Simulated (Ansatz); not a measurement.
Program: Ansatz. Geometries: PBE0-D4/def2-TZVP. ΔE: electronic, gas phase. CCSD(T)/CBS adds triple-zeta CCSD(T) − MP2 to the extrapolated MP2 energy (def2 sets, frozen cores). This one scheme is used for every species, atoms too. Functionals use def2-TZVPP. Open shells (•) are unrestricted, without spin–orbit coupling. Spin–orbit coupling would lower the free atoms: a little for C, F. Each species was taken in one conformer, which may not be the lowest.

`N=CN=CF` → 2 C• + F• + 3 H• + 2 N•  (atomization)

CCSD(T)/CBS gives +3248.4 kJ/mol.

(1) Another level gave +3215.7 kJ/mol. Which?
A. SCS-MP2/def2-TZVPP
B. PBE0/def2-TZVPP
C. r2SCAN/def2-TZVPP
D. PBE-D4/def2-TZVPP

(2) What do rigid-rotor, harmonic-oscillator terms from PBE0-D4/def2-TZVP frequencies (298.15 K, 1 bar) make of the CCSD(T)/CBS value? (Best estimate.)

Largest T1 diagnostic among the species: 0.014.

Answers

(1) A. SCS-MP2/def2-TZVPP 3215.7, r2SCAN 3263.5, PBE0 3287.7, PBE-D4 3441.6 kJ/mol.

(2) Computed: ΔZPE = -146.0 kJ/mol, ΔH = +3136.2 kJ/mol, ΔS = 817 J/(mol·K), ΔG = +2892.4 kJ/mol. Open shells count their whole term as degenerate. Modes under 50 cm⁻¹ make the entropy rough.

From BLYP to BHLYP (50 % exact exchange), in def2-TZVPP and without D4, ΔE moves by −228.8 kJ/mol: exact exchange takes away binding that semilocal exchange gives to molecules. The D4 term adds +19.6 kJ/mol with B3LYP and +10.2 kJ/mol with PBE0; it sums over pairs of atoms, weighted by their polarisabilities, and B3LYP, whose exchange is more repulsive, gets the larger term.

B3LYP here is the variant with VWN-RPA as its local correlation; programs differ in this.

For atomizations the MP2-based limit and the directly extrapolated one differ by several kJ/mol either way, and by 10 to 25 for some Ge, Se and Sn compounds, so smaller differences from it don't rank the levels.
